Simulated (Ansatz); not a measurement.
An input meant for the cluster B₂H₂ (charge 0, singlet; scaled by 0.92).

```yaml
crystal:
  periodic: [false, false, false]
  atoms:
    - {symbol: B, position_ang: [0.475761, 1.044240, -0.803876]}
    - {symbol: B, position_ang: [-0.470814, -1.045681, 0.804920]}
    - {symbol: H, position_ang: [-1.164431, -2.565933, 1.974101]}
    - {symbol: H, position_ang: [1.159485, 2.567374, -1.975146]}
basis:
  gaussian: {orbitals: def2-SVP}
hamiltonian: {xc: {name: B3LYP}}
scf: {lower_state_search: off}
output: {forces: true}
```

```sh
$ ansatz run in.yaml --threads 4 --pin off --events-out ev --progress --plain --max-ram 3916MiB
```

Output, abridged:

```
Functional definition: B3LYP
390 factors; integrals over basis functions are off by at most 1.0e-3 eV
mean field evaluation 1: about -1368.8243 eV, gradient 1.7e1 eV
mean field evaluation 2: about -1356.7371 eV, gradient 3.6e1 eV
mean field evaluation 4: about -1370.8510 eV, gradient 4.2e-1 eV
mean field evaluation 8: about -1370.8489 eV, gradient 3.5e-2 eV
mean field evaluation 16: about -1370.8489 eV, gradient 2.3e-5 eV
mean field -1370.84890449 eV, -50.3777680453 hartree, gradient 1.2e-6 eV, S^2 0.000000; 0 other end points of the search recorded, 0 dependent functions left out
reference -1370.84916439 eV, -50.3777775964 hartree; 6, 6 occupied and 32, 32 virtual orbitals, 390 factors
Total energy: -1370.84916439 eV, -50.3777775964 hartree
Atom 0 at     0.475761     1.044240    -0.803876 Å, force     1.086138     2.409108    -1.855407 eV/Å
Atom 1 at    -0.470814    -1.045681     0.804920 Å, force    -1.095786    -2.406314     1.853382 eV/Å
Atom 2 at    -1.164431    -2.565933     1.974101 Å, force     0.844689     1.853377    -1.426330 eV/Å
Atom 3 at     1.159485     2.567374    -1.975146 Å, force    -0.835041    -1.856171     1.428354 eV/Å
Dipole moment:     0.001276    -0.000380     0.000276 e Å
Checks for a lower state left out: stability, starts, cluster_reference, orbital_swaps, neighbouring_geometries, increment
```

Q: What is wrong with this run?

A: The coordinates are in bohr but typed as ångström. The run converged. The result belongs to that input, not to the species as meant. A triplet lies near this restricted singlet, and broken spin symmetry wasn't tried.
